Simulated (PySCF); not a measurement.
Geometries of 3 isomers of C3H3FO2, from PySCF, PBE0-D3(BJ)/def2-SVP geometry optimisation, gas phase. One conformer each, no zero-point energy, no frequencies.

Task: Which isomer lies lowest at this level?
A.
```xyz
9
angstrom
O     -1.361    1.108    0.337
C     -1.651    0.104   -0.244
O     -0.798   -0.769   -0.791
C      0.563   -0.607   -0.758
C      1.269    0.386   -0.212
F      2.596    0.332   -0.306
H     -2.682   -0.260   -0.420
H      1.071   -1.432   -1.260
H      0.880    1.257    0.312
```
B.
```xyz
9
angstrom
O      1.087   -1.269   -0.563
C      0.912   -0.187   -0.058
O      1.921    0.595    0.347
C     -0.396    0.440    0.193
C     -1.498   -0.226   -0.156
F     -2.709    0.256    0.028
H      2.737    0.110    0.149
H     -0.445    1.428    0.654
H     -1.477   -1.217   -0.619
```
C.
```xyz
9
angstrom
O      1.527   -1.339    1.244
C      1.687   -0.736    0.226
O      0.749   -0.009   -0.406
C     -0.497    0.049    0.154
C     -1.474    0.730   -0.439
F     -1.309    1.380   -1.580
H      2.627   -0.683   -0.356
H     -0.641   -0.481    1.096
H     -2.479    0.797   -0.017
```

Result: B. That is `O=C(O)/C=C/F`, 20.1 kcal/mol below the next.

```tsv
SMILES	atoms numbered as above	E (Eh)	relative (kcal/mol)	relative (kJ/mol)	dipole (D)
O=C(O)/C=C/F	[O:1]=[C:2]([OH:3])/[CH:4]=[CH:5]/[F:6]	-365.74748	0.0	0.0	0.91
O=CO/C=C\F	[O:1]=[CH:2][O:3]/[CH:4]=[CH:5]\[F:6]	-365.71548	20.1	84.0	0.71
O=CO/C=C/F	[O:1]=[CH:2][O:3]/[CH:4]=[CH:5]/[F:6]	-365.71311	21.6	90.2	1.71
```

As drawn, the lowest has an O–H bond, which the highest lacks.
